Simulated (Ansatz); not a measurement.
Chalcopyrite CuGaSe2, treated with PBEsol-D3(BJ) (Ansatz, an electronic-structure program, PAW).

Settings: plane-wave cutoff 520 eV, 8×8×8 k mesh, Fermi–Dirac smearing 0.01 eV, no spin polarisation, scalar-relativistic PAW data made under PBE.

Shape and atoms are relaxed at each volume.

Pressure at four volumes; x = ln(V/20.800 Å³). One pressure is withheld.

```
V (Å³/atom)        x  P (GPa)
-----------  -------  -------
19.968       -0.0408        ?
20.384       -0.0202     1.64
20.800        0.0000     0.00
21.632        0.0392    -2.77
```

### Question
Pass a parabola P(x) through the three rows shown, estimate the bulk modulus and its pressure derivative near zero pressure, and predict the withheld pressure.

### Answer
Slopes between the rows: (0.00 − (1.64))/(0.0000 − (-0.0202)) = -81.19 and (-2.77 − (0.00))/(0.0392 − (0.0000)) = -70.66 GPa. Their difference over the span 0.0594 is c = 10.53/0.0594 = 177.3 GPa, so P(x) = 1.64 + (-81.19)(x − (-0.0202)) + 177.3 (x − (-0.0202))(x − (0.0000)). At the middle row B = −dP/dx = −[-81.19 + 177.3 × 0.0202] = 77.6 GPa, and B′ = dB/dP = 2c/B = 4.6. At x = -0.0408 the parabola gives 3.46 GPa; the run gives 3.48 GPa. The Birch–Murnaghan fit to the energies at all volumes has B0 = 77.5 GPa and B′ = 4.8.

Note: the bulk modulus comes from volumes at which shape and atoms were relaxed.
